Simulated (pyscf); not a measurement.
HO–PH–OH + silylene (SiH₂) [singlet] → HO–P(OH)–SiH₃, an insertion (singlet surface; H–P broken, P–Si, H–Si formed). Single points on ωB97X-D3(BJ)/def2-SVP structures (PySCF, gas phase). MP2 and CC: frozen core, UHF for open shells. ΔMP2 is the change of the MP2 total energy from the triple- to the quadruple-zeta basis. Energies in eV from the separated reactants.

Small-basis levels: PySCF, no dispersion term, spherical d functions. 

Task: Quick HF/STO-3G single points give ΔE‡ = 1.19 eV and ΔE = -3.24 eV. What does CCSD(T)/def2-TZVPP + ΔMP2(QZVPP) give, and how far is the quick result from it?

Result: CCSD(T)/def2-TZVPP + ΔMP2(QZVPP) gives ΔE‡ = -0.20 eV and ΔE = -2.35 eV. HF/STO-3G lies 1.39 eV over it in the barrier and 0.88 eV under it in the reaction energy, so on this step it does not hold to within 0.13 eV. CCSD(T)/def2-TZVPP + ΔMP2(QZVPP) has limits of its own. On the reactant side the descent ends in an adduct with a P–Si, H–Si contact, 0.45 eV under the separated species and 0.05 eV under the saddle at ωB97X-D3(BJ)/def2-TZVP. At CCSD(T) the saddle lies under the separated reactants, which points to a path from their complex (located at ωB97X-D3(BJ) alone). What is counted as formed (P–Si, H–Si) is already present as a longer contact in the reactant adduct; forming that adduct is a step of its own. At ωB97X-D3(BJ)/def2-TZVP the barrier from the zero used here is -0.39 eV. HO–P(OH)–SiH₃ lies 1.77 eV over its isomer HO–SiH₂–O–PH₂ (electronic energy, ωB97M-D3(BJ)/def2-TZVP). This is the saddle that the search found; another between the same sides may lie lower. The CCSD(T) − MP2 part came from Ansatz, without density fitting, on the same reference.
